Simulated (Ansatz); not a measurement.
One change: `C#CC(C)OC` becomes `C#CCOC`.

Ansatz, PBE0-D4/def2-TZVP geometries, multiplicity 1. Each molecule was computed in one conformer, which needn't be the lowest.

```json
{"property": "HOMO energy (PBE0/def2-TZVPP) / eV", "`C#CC(C)OC`": "-7.74"}
{"property": "HOMO–LUMO gap (PBE0/def2-TZVPP) / eV", "`C#CC(C)OC`": "8.44"}
{"property": "size of the dipole moment (ωB97M-V/def2-TZVPP) / D", "`C#CC(C)OC`": "0.96"}
{"property": "HOMO energy (PBE/def2-TZVPP) / eV", "`C#CC(C)OC`": "-6.14"}
{"property": "HOMO energy (ωB97M-V/def2-TZVPP) / eV", "`C#CC(C)OC`": "-10.11"}
{"property": "HOMO energy (B3LYP/def2-TZVPP) / eV", "`C#CC(C)OC`": "-7.50"}
```

Task: Give the same properties after the change, and the shifts. (Estimate.)

Result: The calculation gave: 
```json
{"property": "HOMO energy (PBE0/def2-TZVPP) / eV", "`C#CCOC`": "-7.55", "shift": "0.19"}
{"property": "HOMO–LUMO gap (PBE0/def2-TZVPP) / eV", "`C#CCOC`": "8.07", "shift": "-0.37"}
{"property": "size of the dipole moment (ωB97M-V/def2-TZVPP) / D", "`C#CCOC`": "1.51", "shift": "0.55"}
{"property": "HOMO energy (PBE/def2-TZVPP) / eV", "`C#CCOC`": "-6.07", "shift": "0.07"}
{"property": "HOMO energy (ωB97M-V/def2-TZVPP) / eV", "`C#CCOC`": "-9.89", "shift": "0.22"}
{"property": "HOMO energy (B3LYP/def2-TZVPP) / eV", "`C#CCOC`": "-7.34", "shift": "0.16"}
```

With PBE0 the HOMO rises by 0.19 eV and the LUMO falls by 0.19 eV, so the gap narrows by about 0.38 eV. PBE moves the HOMO by 0.07 eV and ωB97M-V by 0.22 eV. Dipoles are sizes alone; their direction can turn.

B3LYP here is the variant with VWN-RPA as its local correlation; programs differ in this.
